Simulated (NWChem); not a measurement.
The numbers come from NWChem runs, not from measurements. System: C2H5, charge 0, spin multiplicity 2, at a geometry optimised with UB3LYP/def2-SVP. The structure started from a generated list of species. Its SCF solution wasn't tested for a lower state. Level: UMP2/6-311G** (spherical d), 2 core orbitals frozen.

Job file:

```
start mol
memory heap 200 mb stack 900 mb global 1100 mb
geometry units angstroms nocenter noautoz noautosym
  C      0.786718    -0.111259    -0.017825
  C     -0.685588     0.101544    -0.001895
  H      1.478943     0.705476     0.202420
  H      1.207495    -1.114605    -0.125421
  H     -1.125296    -0.099810     0.999128
  H     -0.958487     1.139104    -0.255640
  H     -1.209431    -0.571879    -0.702167
end
basis spherical
  * library 6-311g**
end
scf
  uhf
  nopen 1
  maxiter 100
  thresh 1e-7
  semidirect memsize 60000000 filesize 0
  # guess.movecs holds the orbitals of an unrestricted PBE0 run
  vectors input guess.movecs output mol.movecs
end
mp2
  freeze core 2
end
task mp2 energy
```

NWChem printed:

```
             Northwest Computational Chemistry Package (NWChem) 7.3.0
             --------------------------------------------------------

                                NWChem Input Module
                                -------------------

 Scaling coordinates for geometry "geometry" by  1.889725989
 (inverse scale =  0.529177249)

                             Geometry "geometry" -> ""
                             -------------------------

 Output coordinates in angstroms (scale by  1.889725989 to convert to a.u.)

  No.       Tag          Charge          X              Y              Z
 ---- ---------------- ---------- -------------- -------------- --------------
    1 C                    6.0000     0.78671800    -0.11125900    -0.01782500
    2 C                    6.0000    -0.68558800     0.10154400    -0.00189500
    3 H                    1.0000     1.47894300     0.70547600     0.20242000
    4 H                    1.0000     1.20749500    -1.11460500    -0.12542100
    5 H                    1.0000    -1.12529600    -0.09981000     0.99912800
    6 H                    1.0000    -0.95848700     1.13910400    -0.25564000
    7 H                    1.0000    -1.20943100    -0.57187900    -0.70216700

 Effective nuclear repulsion energy (a.u.)      36.7605030767

            Nuclear Dipole moment (a.u.)
            ----------------------------
        X                 Y               Z
 ---------------- ---------------- ----------------
     0.0000075589    -0.0000075589     0.0000000000


 Summary of "ao basis" -> "" (spherical)
 ------------------------------------------------------------------------------
       Tag                 Description            Shells   Functions and Types
 ---------------- ------------------------------  ------  ---------------------
 *                          6-311g**                  on all atoms

 Summary of "ao basis" -> "ao basis" (spherical)
 ------------------------------------------------------------------------------
       Tag                 Description            Shells   Functions and Types
 ---------------- ------------------------------  ------  ---------------------
[...]
  AO/Fock/Back tols     =   1.0D-09  1.0D-09  1.0D-09

 GA uses MA = F    GA memory limited = T

 Available:
  local mem=  1.26D+08
 global mem=  1.44D+08
 local disk=  0.00D+00
  mp2_memr nvloc                    57
  nvloc new                    57
   1 passes of   7:        2097152                      19060                   3006967.
   1 passes of   7: M    126148914           G      144170488           F     124051762.

 Semi-direct pass number   1 of   1  for UHF alpha       at        1.1s
  vrange nnbf                  2211
  mp2_eaftype                    11  avail_ma_in_mb                  1099
 EAF : mp2_eaftype filesize          11    1503483.
  mp2_eaf for mointskh                     11
Node 0 wrote      7.1 Mb in      0.0 s     Agg I/O rate:  3001.7 Mb/s
 Done moints_semi at        1.9s
  mp2_eaftype                    11  avail_ma_in_mb                  1088
 EAF : mp2_eaftype filesize          11    1503483.
  mp2_eaf for kh                    11
 Done maket at        1.9s
 Done multipass loop at        1.9s

 GA uses MA = F    GA memory limited = T

 Available:
  local mem=  1.26D+08
 global mem=  1.44D+08
 local disk=  0.00D+00
  mp2_memr nvloc                    58
  nvloc new                    58
   1 passes of   6:        2097152                      17760                   2623579.
   1 passes of   6: M    126148914           G      144170488           F     124051762.

 Semi-direct pass number   1 of   1  for UHF beta        at        1.9s
  vrange nnbf                  2211
  mp2_eaftype                    10  avail_ma_in_mb                  1099
 EAF : mp2_eaftype filesize          10    1311790.
  mp2_eaf for mointskh                     10
Node 0 wrote      6.2 Mb in      0.0 s     Agg I/O rate:  2288.2 Mb/s
 Done moints_semi at        2.6s
  mp2_eaftype                    10  avail_ma_in_mb                  1089
 EAF : mp2_eaftype filesize          10    1311790.
  mp2_eaf for kh                    10
 Done maket at        2.7s
 Done multipass loop at        2.7s

          -------------------------------------------
          SCF energy                 -78.618522596678
          Correlation energy          -0.283959254791
          Singlet pairs                0.000000000000
          Triplet pairs                0.000000000000
          Total MP2 energy           -78.902481851470
          -------------------------------------------

          ---------------------------------------------------
                    Spin Component Scaled (SCS) MP2
          Same spin pairs                     -0.060505122833
          Same spin scaling factor             0.333333333333
          Opposite spin pairs                 -0.223454131958
          Opposite spin scaling fact.          1.200000000000
          SCS-MP2 correlation energy          -0.288313332627
          Total SCS-MP2 energy               -78.906835929306
          ---------------------------------------------------

 -----------------------
 Performance information
 -----------------------

 Timer overhead =  2.27D-07 seconds/call

               Nr. of calls         CPU time (s)                 Wall time (s)                GFlops
             ---------------    -------------------     ------------------------------   -------------------
Name         Min   Avg   Max    Min     Avg     Max     Min     Avg     Max   Mx/calls   Min     Max     Sum
mp2: moin     2     2     2    1.4     1.4     1.4      1.4     1.4     1.4    0.72      0.0     0.0     0.0
mp2: make     2     2     2   0.11    0.11    0.11     0.11    0.11    0.11    5.56E-2   0.0     0.0     0.0
mp2: tota     1     1     1    1.6     1.6     1.6      1.6     1.6     1.6     1.6      0.0     0.0     0.0

 The average no. of pstat calls per process was 5.00D+00
 with a timing overhead of 1.13D-06s

 Task  times  cpu:        2.7s     wall:        2.7s

 Total times  cpu:        2.7s     wall:        2.7s
```
